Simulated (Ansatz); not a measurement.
[Br···H···NH], triplet: transfer scan

Starting geometry:

```xyz
4

Br   -2.0144    0.2511    0.0000
H    -0.5938    0.2511    0.0000
N     1.1696    0.2511    0.0000
H     1.4387   -0.7532    0.0000
```

From there H2 is moved from one fragment to the other while all else, the fragments' distance too, stays fixed, so the hump isn't the reaction's barrier; atoms are numbered as listed. Energies are in eV, counted from the starting geometry at the same level. Kohn–Sham curves are unrestricted where that lies lower.

Basis cc-pVTZ; Ansatz 0.2.0. Correlated methods freeze the noble-gas cores and the filled d shells of p-block atoms. R marks a restricted (for open shells ROHF) determinant, U an unrestricted one. No spin–orbit coupling is included, and no scalar relativity.

Full CI isn't at hand for all of this; UCCSDT(Q) serves as the reference, and is uncertain by about the last step of the cluster series. The frozen core follows each run's orbitals, which can shift R against U totals by a few meV for light atoms and by up to 0.1 eV past Ca.

| distance Br1-H2 (Å) | UCCSDT(Q) | curve A | curve B | curve C | curve D |
| --- | --- | --- | --- | --- | --- |
| 1.421 | 0.000 | 0.000 | 0.000 | 0.000 | 0.000 |
| 1.524 | 0.078 | 0.080 | 0.097 | 0.053 | -0.040 |
| 1.731 | 0.410 | 0.416 | 0.494 | 0.318 | 0.014 |
| 1.937 | 0.272 | 0.279 | 0.357 | 0.141 | -0.205 |
| 2.144 | -0.137 | -0.137 | -0.126 | -0.226 | -0.408 |

The curves come from B2PLYP, PBE, RCCSD, UCCSDT. Compare each with UCCSDT(Q) and say which is which.

A: UCCSDT, B: RCCSD, C: B2PLYP, D: PBE. Spread of the error against UCCSDT(Q), over the points where both stand: A 0.007, B 0.085, C 0.131, D 0.477 eV. 

Functionals correlate the shells that the reference freezes, so part of their error here is the reference's.
